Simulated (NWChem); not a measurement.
# Correlation energy of HO

```
O
H 1 0.9764
```
Charge 0, spin multiplicity 2.

Program: NWChem. All single points use one geometry, from UPBE0/def2-SVP, a minimum by its harmonic frequencies.

Basis set: STO-3G. Each correlation energy counts from its own Hartree-Fock reference.

The correlated methods keep 1 core orbital frozen. The structure started from a generated list of species. The unpaired electrons of the parent sit in orbitals of symmetry b1 (C2v labels of the run); other states weren't searched. No SCF solution was tested for a lower state. Open-shell Hartree-Fock references start from PBE0 orbitals. No row is a measurement; the coupled-cluster row has its own basis-set and correlation limits.

```tsv
method	correlation energy (mHa)
UMP2	…
SCS-UMP2	…
CCSD on ROHF	-26.0
CCSD[T] on ROHF	-26.0
CCSD(T) on ROHF	-26.0
CCSD on UHF	-24.9
CCSD[T] on UHF	-24.9
CCSD(T) on UHF	-24.9
CCSDT on ROHF	-26.0
```

### Question
Some entries are withheld; supply them.

### Answer

- UMP2, correlation energy (mHa): -16.0
- SCS-UMP2, correlation energy (mHa): -19.2
